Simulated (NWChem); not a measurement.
hydrazine (N2H4); SMILES NN

```xyz
6

N     -0.0584     0.6990     0.0738
N      0.0584    -0.6990     0.0738
H      0.8426     1.1052     0.3138
H     -0.3357     1.0835    -0.8307
H     -0.8426    -1.1052     0.3138
H      0.3357    -1.0835    -0.8307
```
Atoms are numbered in this order, from 1.

Program: NWChem. Pople sets run with spherical d functions. Geometry: optimised at PBE0/def2-SVP. Total energies compare along this basis series because the functional is fixed.

```
level              basis functions  energy (Ha)  highest occupied level (eV)  orbital gap (eV)  dipole (D)
-----------------  ---------------  -----------  ---------------------------  ----------------  ----------
B3LYP/STO-3G                    14    -110.3665                        -3.87             13.45        2.08
B3LYP/3-21G                     26    -111.2265                        -5.84              8.82        2.33
B3LYP/6-31G*                    36    -111.8536                        -6.43              8.61        2.09
B3LYP/6-31+G*                   44    -111.8665                        -6.94              7.48        2.19
B3LYP/def2-SVP                  48    -111.7776                        -6.44                 ?        1.99
B3LYP/def2-SVPD                 72    -111.7993                        -7.00              7.53        1.90
B3LYP/def2-TZVP                 86    -111.9180                        -6.88              7.50        2.01
B3LYP/6-311++G**                72    -111.9102                        -7.00              6.55        2.06
B3LYP/aug-cc-pVTZ              184    -111.9209                        -7.01              6.50        1.89
```

Question: Fill in the missing entries.

Answer: 
- B3LYP/def2-SVP, orbital gap (eV): 7.89
